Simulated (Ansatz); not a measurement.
Consider the isomerisation: `OC(F)C1C=C1` → `C#COC(C)F`.

Calculated with Ansatz (gas phase, PBE0-D4/def2-TZVP geometries, no zero-point term in ΔE). CCSD(T)/CBS is the MP2 limit (def2-TZVPP, def2-QZVPP) plus CCSD(T) − MP2 in def2-TZVPP, frozen cores. Functionals use def2-TZVPP. B3LYP here is the variant with VWN-RPA as its local correlation; programs differ in this. One conformer a species, not always the lowest.

```tsv
level	ΔE (kcal/mol)	difference from CCSD(T)/CBS
B3LYP-D4	-3.2	-2.7
r2SCAN	-0.3	0.2
B3LYP	-3.7	-3.2
MP2/def2-TZVPP	-0.5	0.0
SCS-MP2/def2-TZVPP	-2.0	-1.5
CCSD(T)/def2-TZVPP	-1.2	-0.7
HF/def2-QZVPP	-6.4	-5.9
MP2/def2-QZVPP	-0.1	0.4
MP2/CBS(def2)	0.2	0.7
CCSD/CBS(def2)	-0.7	-0.2
CCSD(T)/CBS	-0.5	0
```

Largest T1 diagnostic among the species: 0.012.

From PBE to PBE0 (25 % exact exchange), in def2-TZVPP and without D4, ΔE moves by +1.1 kcal/mol. In def2-TZVPP, CCSD(T) changes the Hartree–Fock value by +5.2 kcal/mol (the triples alone add +0.2 kcal/mol) and MP2 by +5.9 kcal/mol.
